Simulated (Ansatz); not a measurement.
We consider 1T (CdI2-type) HfS2, described by PBE-D4 (plane waves, PAW; Ansatz, a quantum-chemistry and plane-wave program).

Settings: plane-wave cutoff 520 eV, 12×12×6 k mesh (along the axes of the cell as run), Fermi–Dirac smearing 0.01 eV, scalar-relativistic PAW data made under PBE.

Response to compression and expansion:

Shape and atoms are relaxed at each volume.

| V (Å³/atom) | P (GPa) | direct gap at Γ (eV) | smallest gap on the k mesh (eV) | c (Å) |
|---|---|---|---|---|
| 21.246 | 1.37 | 1.792 | 0.756 | 5.700 |
| 21.688 | 0.61 | 1.865 | 0.865 | 5.779 |
| 22.131 | -0.01 | 1.936 | 0.962 | 5.862 |
| 22.574 | -0.47 | 2.012 | 1.047 | 5.952 |
| 23.016 | -0.81 | 2.049 | 1.130 | 6.046 |

The fundamental gap (0.96 eV at the equilibrium volume, with added k points) lies elsewhere than Γ–Γ.

Measured, for comparison: band gap 1.8 eV (temperature not stated, not corrected to a static lattice, fundamental, indirect, our sources range from 1.80 to 1.96; as tabulated in Rybak et al. (2022), arXiv:2210.12074).

Note: the bulk modulus comes from volumes at which shape and atoms were relaxed.

Spin–orbit coupling is not included.
